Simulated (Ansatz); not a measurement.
Bulk modulus (GPa) of 24 elemental metals, computed with PBE (plane waves, PAW; Ansatz, a first-principles code) and with HSE06 in Ansatz (PAW). The set holds measured phases with no doubt noted on the run or the magnetic state but for the caveats below. 1 more of the class have both values but aren't in it, for one of these reasons: built or high-temperature cells, doubts on the run or the magnetic state, unlike cells, values of zero, layered or molecular crystals. Solids without a value at one level (not run, failed, or a magnetic order lost), or held back for tests, aren't counted.

All rows, in order of the shift (worked out from unrounded values):

```
solid    PBE  HSE06  shift (%)
------  ----  -----  ---------
bcc Fe   197    166      -15.6
fcc Ni   197    180       -8.8
fcc Cu   141    129       -8.5
bcc Ba  8.70   7.98       -8.3
fcc Ag  91.5   86.5       -5.5
bcc Li  13.9   13.4       -3.8
bcc K   3.58   3.47       -3.1
bcc Na  7.77   7.53       -3.0
bcc Rb  2.78   2.70       -2.9
bcc Cs  1.96   1.92       -1.9
fcc Sr  11.6   11.5       -1.0
fcc Ca  17.4   17.3       -0.4
bcc Ta   194    198       +2.0
fcc Pd   168    175       +4.2
fcc Au   139    146       +5.0
bcc Nb   169    180       +6.2
fcc Al  76.9   82.6       +7.3
fcc Pb  39.2   42.2       +7.6
bcc W    303    335      +10.7
fcc Pt   248    277      +11.6
bcc Mo   259    293      +13.0
fcc Rh   257    291      +13.2
bcc V    182    207      +13.4
fcc Ir   347    397      +14.3
```

The shift from PBE to HSE06 has a median of +0.8 %, and eight in ten lie between -8.5 % and +13.1 %; HSE06 is the larger in 12 of 24. Each level is at its own cell, so the shift holds the change of volume too.

Ansatz's runs of these crystals have no spin polarisation, but for bcc Fe, fcc Ni. Meta-GGA and hybrid levels favour moments, which can bear on fcc Pd, bcc Fe, bcc V, fcc Pt, fcc Rh, fcc Ni.

Density-functional runs with spin start from parallel moments for bcc Fe, parallel moments for fcc Ni.

Spin–orbit coupling is left out, also for the solids with elements from indium on (bcc Ta, fcc Pt, bcc Ba, bcc W, fcc Ir, bcc Cs, fcc Pb, fcc Au); its size isn't shown.

Each level is taken at its own relaxed cell. Ansatz's density-functional and Hartree–Fock values are scalar-relativistic unless marked +SOC, with PAW data made under PBE.
